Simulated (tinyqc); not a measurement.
Worked calculation: RHF in the sto-3g basis, for CH3-, spin multiplicity 1. The basis has no diffuse functions, so it cannot describe the extra electron: this is an exercise in the method, not the real anion. One step of it, computed by the program tinyqc.

Question. Iteration 1: diagonalisation and new density. Diagonalise F' = X^T F X, C = X C', fill 5 alpha and 5 beta electrons from the bottom; D = 2 C_occ C_occ^T. Each column has its largest component positive (the first on a tie).

Fock matrix F (hartree), lower triangle:
```
            1C 1s      1C 2s     1C 2px     1C 2py    1C 2pz      2H 1s      3H 1s     4H 1s
1C 1s   -8.520671
1C 2s   -2.424724  -0.281830
1C 2px  -0.000005  -0.000052   0.903903
1C 2py   0.000000   0.000000   0.000000   0.903905
1C 2pz   0.002824   0.037045   0.000004   0.000000  1.056323
2H 1s   -0.462486  -0.139622   0.053954   0.000000  0.002862   0.391441
3H 1s   -0.462322  -0.139577  -0.026979   0.046716  0.002862  -0.052022   0.391458
4H 1s   -0.462322  -0.139577  -0.026979  -0.046716  0.002862  -0.052022  -0.052002  0.391458
```

X:
```
                1          2          3          4          5          6          7          8
1C 1s   -0.359566   0.000225   0.000000   0.858983   0.428693  -0.000055   0.000000   0.179146
1C 2s    1.298203  -0.000609   0.000000  -0.036475   0.063719  -0.000101   0.000000   0.474258
1C 2px   0.000633   1.017115   0.000000  -0.000008   0.000003   0.611980   0.000000   0.000093
1C 2py   0.000000   0.000000   1.017104   0.000000   0.000000   0.000000   0.611959   0.000000
1C 2pz  -0.095494   0.000038   0.000000  -0.462593   0.883745   0.000004   0.000000  -0.034820
2H 1s   -0.615201  -0.914737   0.000000  -0.169194  -0.084486   0.453448   0.000000   0.300845
3H 1s   -0.614364   0.457804  -0.792382  -0.169240  -0.084509  -0.226809   0.392756   0.300729
4H 1s   -0.614364   0.457804   0.792382  -0.169240  -0.084509  -0.226809  -0.392756   0.300729
```

Give: F' = X^T F X; orbital energies; coefficients C; D after iteration 1.

Answer.

F' = X^T F X (hartree), lower triangle:
```
       1       2      3       4       5      6      7       8
1  1.070
2  0.000   1.341
3  0.000   0.000  1.341
4  0.757  -0.001  0.000  -5.486
5  0.374   0.000  0.000  -3.448  -0.758
6  0.000   0.279  0.000   0.001   0.000  0.520
7  0.000   0.000  0.279   0.000   0.000  0.000  0.520
8  0.327   0.000  0.000  -2.593  -1.369  0.000  0.000  -0.940
```

orbital energies (hartree): MO1 -8.533, MO2 0.205, MO3 0.435, MO4 0.435, MO5 1.054, MO6 1.160, MO7 1.427, MO8 1.427

coefficients C:
```
           MO1     MO2     MO3     MO4     MO5     MO6     MO7     MO8
1C 1s    0.989  -0.183   0.000   0.000  -0.076  -0.257   0.000   0.000
1C 2s    0.048   0.446   0.000   0.000   0.346   1.263   0.000   0.001
1C 2px   0.000   0.000   0.000   0.286   0.000   0.000   0.000   1.152
1C 2py   0.000   0.000   0.286   0.000   0.000   0.000   1.152   0.000
1C 2pz  -0.001  -0.031   0.000   0.000   0.955  -0.304   0.000   0.000
2H 1s   -0.009   0.347   0.000   0.702  -0.127  -0.606   0.000  -0.742
3H 1s   -0.009   0.347   0.608  -0.351  -0.127  -0.606  -0.642   0.370
4H 1s   -0.009   0.347  -0.608  -0.351  -0.127  -0.606   0.642   0.370
```

D after iteration 1, lower triangle:
```
         1C 1s  1C 2s  1C 2px  1C 2py  1C 2pz   2H 1s   3H 1s  4H 1s
1C 1s    2.034
1C 2s   -0.122  0.642
1C 2px   0.000  0.000   0.164
1C 2py   0.000  0.000   0.000   0.164
1C 2pz  -0.137  0.633   0.000   0.000   1.826
2H 1s   -0.125  0.221   0.402   0.000  -0.265   1.260
3H 1s   -0.125  0.221  -0.201   0.348  -0.265  -0.219   1.260
4H 1s   -0.125  0.221  -0.201  -0.348  -0.265  -0.219  -0.219  1.260
```
